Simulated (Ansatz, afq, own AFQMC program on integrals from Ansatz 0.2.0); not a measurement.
SiH2, triplet: AFQMC among the cluster methods

```xyz
3

Si    0.0000   -0.1031    0.0000
H     0.0000    1.4357   -2.5964
H     0.0000    1.4357    2.5964
```

Basis cc-pVDZ. Noble-gas cores (and the filled d shells of Ga–Kr and In–Xe) are frozen. Integrals, coupled cluster, full CI and functionals: Ansatz 0.2.0; the random walks run on the same integrals in our own AFQMC program. The CISD trial takes its coefficients from CCSD amplitudes. Released means that phaseless walkers are propagated on without the constraint, phases kept. Uncertainties: one standard error, sampling alone.

Determinant: UHF, the one that the program's search chose, which needn't be the lowest solution. The geometry is a point of a scan.

Full CI on the same integrals is exact in this basis and with this determinant's frozen core.

Cautions: lower spins were not checked; strong correlation (T1 0.046, weight of the determinant 0.88, largest double 0.12); unrestricted determinant spin contaminated (⟨S²⟩ 2.94 against 2.00); the CCSDTQ amplitudes may be one of several solutions (largest double 0.53); the released energies are still falling, so no released level is given (meV from the phaseless value at times in 1/Eh: -2.9 ± 2.1 at 0.24, -7.3 ± 2.3 at 0.51, -10.7 ± 1.7 at 0.99, -15.1 ± 2.2 at 1.62, 22 ± 44 at 2.40).

- T1 diagnostic: 0.0457
- weight of the determinant in the CISD state: 0.876
- ⟨S²⟩ of the determinant: 2.935
- size of the correlated space: 6 electrons in 23 orbitals

Reference: full CI, correlation energy -2.081 eV. The cautions show a poor starting determinant, so the rows tell how each method copes with it here, and full CI is the sure value.

```
        level  E − E(reference) (kJ/mol)  share of correlation (%)
           HF                      200.8                      0.00
          MP2                       78.2                     61.06
         CCSD                       20.9                     89.58
      CCSD(T)                       15.8                     92.11
        CCSDT                        6.1                     96.96
     CCSDT(Q)                        5.1                     97.48
       CCSDTQ                        0.9                     99.57
  ph-AFQMC/HF                 11.1 ± 1.3                     94.45
ph-AFQMC/CISD                  7.9 ± 0.2                     96.06
```

CCSDT and higher add their correlation energy to the determinant of the CCSD(T) run, since their own runs factorise the integrals more tightly (a shift of under 2 meV).
